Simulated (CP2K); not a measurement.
# CH8Si2 (SMILES [SiH3]C[SiH3]): PBE/DZVP-MOLOPT-SR-GTH (core potential)

What is the energy change on altering one bond length of CH8Si2 at PBE/DZVP-MOLOPT-SR-GTH (core potential)? 

Program for the calculation: CP2K 2026.2.

## (1) The system as given

CH8Si2: 11 atoms, total charge 0, spin state singlet. SMILES: `[SiH3]C[SiH3]`. The coordinates come from a PBE0-D4/def2-TZVP relaxation.

Bond lengths: Si1–C2 1.872 Å, C2–Si3 1.872 Å, Si1–H4 1.488 Å, Si1–H5 1.487 Å, Si1–H6 1.487 Å, C2–H7 1.095 Å, C2–H8 1.095 Å, Si3–H9 1.487 Å, Si3–H10 1.487 Å, Si3–H11 1.488 Å. Some angles: Si1–C2–Si3 114.4°, Si1–C2–H7 108.8°, Si1–C2–H8 108.8°, Si3–C2–H7 108.8°, Si3–C2–H8 108.8°, C2–Si1–H4 111.1°, C2–Si1–H5 110.2°, C2–Si1–H6 110.2°, C2–Si3–H9 110.2°, C2–Si3–H10 110.2°.

## (2) The energy at PBE/DZVP-MOLOPT-SR-GTH (core potential)

molecule.xyz

```xyz
11

Si    -1.158980     1.034720    -0.344660
C     -0.286340    -0.621440    -0.365590
Si     1.335180    -0.652340     0.569590
H     -2.435800     0.976800    -1.106490
H     -0.293510     2.078920    -0.955560
H     -1.463790     1.436810     1.054620
H     -0.954100    -1.377620     0.060730
H     -0.099440    -0.908830    -1.405770
H      1.110650    -0.304370     1.998260
H      2.282060     0.336720    -0.011600
H      1.964060    -1.999380     0.506460
```

molecule.inp

```
&GLOBAL
  PROJECT_NAME molecule
  RUN_TYPE ENERGY
  PRINT_LEVEL MEDIUM
&END

&FORCE_EVAL
  METHOD QUICKSTEP
  &DFT
    BASIS_SET_FILE_NAME BASIS_MOLOPT
    POTENTIAL_FILE_NAME GTH_POTENTIALS
    ! Quickstep
    &QS
      METHOD GPW
      EPS_DEFAULT 1.0E-10
    &END
    ! plane-wave cutoff in Ry
    &MGRID
      CUTOFF 400
      REL_CUTOFF 50
      NGRIDS 4
    &END
    ! isolated system
    &POISSON
      PERIODIC NONE
      POISSON_SOLVER MULTIPOLE
    &END
    &SCF
      SCF_GUESS ATOMIC
      EPS_SCF 1.0E-06
      MAX_SCF 50
      &OT
        MINIMIZER DIIS
        PRECONDITIONER FULL_ALL
      &END
      &OUTER_SCF
        EPS_SCF 1.0E-06
        MAX_SCF 10
      &END
    &END
    &XC
      &XC_FUNCTIONAL PBE
      &END
    &END
    &PRINT
      &MOMENTS
        PERIODIC F
        REFERENCE COM
        MAX_MOMENT 1
      &END
      &MO_CUBES
        NLUMO 1
        NHOMO -1
        WRITE_CUBE F
      &END
      &HIRSHFELD OFF
      &END
    &END
  &END
  &SUBSYS
    ! box in angstrom
    &CELL
      ABC 11.7 11.1 10.4
      PERIODIC NONE
    &END
    &TOPOLOGY
      COORD_FILE_NAME molecule.xyz
      COORD_FILE_FORMAT XYZ
      &CENTER_COORDINATES
      &END
    &END
    &KIND Si
      BASIS_SET DZVP-MOLOPT-SR-GTH-q4
      POTENTIAL GTH-PBE-q4
    &END
    &KIND C
      BASIS_SET DZVP-MOLOPT-SR-GTH-q4
      POTENTIAL GTH-PBE-q4
    &END
    &KIND H
      BASIS_SET DZVP-MOLOPT-SR-GTH-q1
      POTENTIAL GTH-PBE-q1
    &END
  &END
&END
```

Launch:

```
OMP_NUM_THREADS=1 cp2k.psmp molecule.inp > molecule.out
```

The log of the run:

```text
CP2K| version string:                                       CP2K version 2026.2
[...]
 GLOBAL| Method name                                                        CP2K
[...]
 GLOBAL| Run type                                                         ENERGY
[...]
 DFT| Spin restricted Kohn-Sham (RKS) calculation                            RKS
 DFT| Multiplicity                                                             1
[...]
 DFT| Charge                                                                   0
[...]
 FUNCTIONAL| PBE:
 QS| Method:                                                                 GPW
[...]
 QS| Density cutoff [a.u.]:                                                200.0
[...]
 QS| Relative density cutoff [a.u.]:                                        25.0
[...]
                             - Atoms:                                         11
[...]
                             - Spherical basis functions:                     79
[...]
 Number of electrons:                                                         20
[...]
     1 OT DIIS     0.15E+00    1.8     0.20453716       -15.6188400547 -1.56E+01
[...]
    32 OT DIIS     0.15E+00    1.9     0.00000090       -18.2495334052 -8.39E-11
  *** SCF run converged in    32 steps ***
[...]
  Overlap energy of the core charge distribution:               0.00000059686780
  Self energy of the core charge distribution:                -45.13478445400239
  Core Hamiltonian energy:                                     12.53036092723426
  Hartree energy:                                              21.33328529844858
  Exchange-correlation energy:                                 -6.97839577372621
  Total energy:                                               -18.24953340517795
[...]
                     Mulliken Population Analysis
 #  Atom  Element  Kind  Atomic population                           Net charge
       1     Si       1          4.040261                             -0.040261
       2     C        2          4.432218                             -0.432218
       3     Si       1          4.040128                             -0.040128
       4     H        3          0.945425                              0.054575
       5     H        3          0.946455                              0.053545
       6     H        3          0.946373                              0.053627
       7     H        3          0.905439                              0.094561
       8     H        3          0.905499                              0.094501
       9     H        3          0.946403                              0.053597
      10     H        3          0.946416                              0.053584
      11     H        3          0.945383                              0.054617
 # Total charge                             20.000000                 -0.000000
[...]
  Dipole moment [Debye]
    X= -0.2688033E+00 Y= -0.5862591E+00 Z= -0.3386942E+00  Total=      0.7284701
[...]
 HOMO - LUMO gap [eV] :    7.481272
 ENERGY| Total FORCE_EVAL ( QS ) energy [hartree]            -18.249533405177949
[...]
```

Run time: 63 s. Hardware: 1 thread of Arm Neoverse V1, shared host; peak memory 0.96 GiB.

## (3) The distorted shape

molecule.xyz

```xyz
11

Si    -0.793215     0.552222    -2.023762
C      0.079425    -1.103938    -2.044692
Si     1.700945    -1.134838    -1.109512
H     -2.070035     0.494302    -2.785592
H      0.072255     1.596422    -2.634662
H     -1.463790     1.436810     1.054620
H     -0.588335    -1.860118    -1.618372
H      0.266325    -1.391328    -3.084872
H      1.476415    -0.786868     0.319158
H      2.647825    -0.145778    -1.690702
H      2.329825    -2.481878    -1.172642
```

calc.inp

```
&GLOBAL
    PROJECT_NAME calc
    RUN_TYPE ENERGY
    PRINT_LEVEL MEDIUM
&END GLOBAL

&FORCE_EVAL
    METHOD Quickstep
    &DFT
        BASIS_SET_FILE_NAME BASIS_MOLOPT
        POTENTIAL_FILE_NAME GTH_POTENTIALS
        CHARGE 0
        MULTIPLICITY 1
        ! Quickstep
        &QS
            METHOD GPW
            EPS_DEFAULT 1.0E-10
        &END QS
        ! plane-wave cutoff in Ry
        &MGRID
            CUTOFF 400
            REL_CUTOFF 50
            NGRIDS 4
        &END MGRID
        ! cluster boundary conditions
        &POISSON
            PERIODIC NONE
            POISSON_SOLVER MULTIPOLE
        &END POISSON
        &SCF
            SCF_GUESS ATOMIC
            EPS_SCF 1.0E-06
            MAX_SCF 80
            ADDED_MOS 3
            &DIAGONALIZATION
                ALGORITHM STANDARD
            &END DIAGONALIZATION
            &MIXING
                METHOD PULAY_MIXING
                ALPHA 0.2
                NBUFFER 8
            &END MIXING
        &END SCF
        &XC
            &XC_FUNCTIONAL PBE
            &END XC_FUNCTIONAL
        &END XC
        &PRINT
            &MOMENTS
                PERIODIC F
                REFERENCE COM
                MAX_MOMENT 1
            &END MOMENTS
            &MO ON
                ENERGIES T
                OCCUPATION_NUMBERS T
                NDIGITS 6
                &EACH
                    QS_SCF 0
                &END EACH
                ADD_LAST NUMERIC
            &END MO
            &HIRSHFELD OFF
            &END HIRSHFELD
        &END PRINT
    &END DFT
    ! structure
    &SUBSYS
        ! box in angstrom
        &CELL
            ABC [angstrom] 11.7 11.1 11.1
            PERIODIC NONE
        &END CELL
        &TOPOLOGY
            COORD_FILE_NAME molecule.xyz
            COORD_FILE_FORMAT XYZ
            &CENTER_COORDINATES
            &END CENTER_COORDINATES
        &END TOPOLOGY
        &KIND Si
            BASIS_SET DZVP-MOLOPT-SR-GTH-q4
            POTENTIAL GTH-PBE-q4
        &END KIND
        &KIND C
            BASIS_SET DZVP-MOLOPT-SR-GTH-q4
            POTENTIAL GTH-PBE-q4
        &END KIND
        &KIND H
            BASIS_SET DZVP-MOLOPT-SR-GTH-q1
            POTENTIAL GTH-PBE-q1
        &END KIND
    &END SUBSYS
&END FORCE_EVAL
```

Launch:

```
OMP_NUM_THREADS=1 cp2k.psmp -i calc.inp > calc.out 2>&1
```

The log of the run, cut to the lines that bear on the results:

```text
CP2K| version string:                                       CP2K version 2026.2
[...]
 GLOBAL| Method name                                                        CP2K
[...]
 GLOBAL| Run type                                                         ENERGY
[...]
 DFT| Spin restricted Kohn-Sham (RKS) calculation                            RKS
 DFT| Multiplicity                                                             1
[...]
 DFT| Charge                                                                   0
[...]
 FUNCTIONAL| PBE:
 QS| Method:                                                                 GPW
[...]
 QS| Density cutoff [a.u.]:                                                200.0
[...]
 QS| Relative density cutoff [a.u.]:                                        25.0
[...]
                             - Atoms:                                         11
[...]
                             - Spherical basis functions:                     79
[...]
 Number of electrons:                                                         20
[...]
     1 NoMix/Diag. 0.20E+00    1.9     1.21954055       -17.0000960103 -1.70E+01
[...]
    15 Pulay/Diag. 0.20E+00    2.3     0.00000056       -18.0578211106 -9.34E-07
  *** SCF run converged in    15 steps ***
[...]
  Overlap energy of the core charge distribution:               0.00000058828165
  Self energy of the core charge distribution:                -45.13478445400239
  Core Hamiltonian energy:                                     12.49073044483659
  Hartree energy:                                              21.45500446577122
  Exchange-correlation energy:                                 -6.86877215546911
  Total energy:                                               -18.05782111058203
[...]
                     Mulliken Population Analysis
 #  Atom  Element  Kind  Atomic population                           Net charge
       1     Si       1          4.124024                             -0.124024
       2     C        2          4.417157                             -0.417157
       3     Si       1          4.039874                             -0.039874
       4     H        3          0.937326                              0.062674
[...]
  Dipole moment [Debye]
    X= -0.3329010E+00 Y= -0.5477095E+00 Z=  0.2327300E+00  Total=      0.6818886
 ENERGY| Total FORCE_EVAL ( QS ) energy [hartree]            -18.057821110582033
[...]
```

Run time: 37 s. Hardware: 1 thread of Arm Neoverse V1, shared host; peak memory 1.8 GiB.

## (4) Outcome

At PBE/DZVP-MOLOPT-SR-GTH (core potential):

| quantity | value |
| --- | --- |
| first shape: total energy | -18.24953 Eh |
| first shape: dipole moment | 0.73 D |
| first shape: HOMO energy | -7.46 eV |
| first shape: LUMO energy | 0.02 eV |
| first shape: HOMO–LUMO gap | 7.48 eV |
| distorted shape: total energy | -18.05782 Eh |
| distorted shape: dipole moment | 0.68 D |
| distorted shape: HOMO energy | -4.82 eV |
| distorted shape: LUMO energy | -3.22 eV |
| distorted shape: HOMO–LUMO gap | 1.61 eV |
| energy change with the Si1–H6 bond stretched from 1.487 to 3.272 Å | 5.217 eV |

**Reading.** One bond (distorted shape) is far stretched, which a spin-restricted single reference describes badly; a broken-symmetry solution may lie lower. With the Si1–H6 bond stretched from 1.487 to 3.272 Å the energy rises by 5.22 eV (503 kJ/mol). The first shape isn't relaxed at this level, so the change isn't measured from a minimum. A restricted reference can't describe the breaking bond well at this length.
